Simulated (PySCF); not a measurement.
System: C2H5O (charge -1, singlet). It need not be the lowest isomer of its formula. Whether it binds its extra electron was not tested at this geometry. SMILES: [CH2-]OC
Geometry from a B3LYP-D3(BJ)/def2-TZVP (Ansatz) optimisation:
```xyz
8

C     -0.0124     1.3221    -0.1581
O      0.0041     0.0535     0.6105
C      0.0080    -1.0930    -0.1732
H      0.8612     1.2465    -0.8563
H     -0.8950     1.2316    -0.8430
H      0.0205    -1.9882     0.4770
H     -0.8820    -1.1537    -0.8304
H      0.8888    -1.1387    -0.8438
```
Charge -1, spin multiplicity 1.

Dispersion corrections to the total energy (kcal/mol) from the dftd3 and dftd4 libraries through PySCF: D3(BJ) without and D4 with the three-body term, each with the damping fitted for the functional named.

| functional | D3(BJ) | D4 |
|---|---|---|
| B3LYP | -3.87 | ? |
| TPSS | -2.84 | ? |
| r2SCAN | -0.60 | -0.69 |
| TPSSh | -2.55 | -3.45 |
| HF | -20.85 | ? |
| BHLYP | -2.87 | -2.87 |
| B2GP-PLYP | -1.13 | -1.12 |

Fill in the missing entries.


- B3LYP, D4: -4.46
- TPSS, D4: -3.81
- HF, D4: -11.85
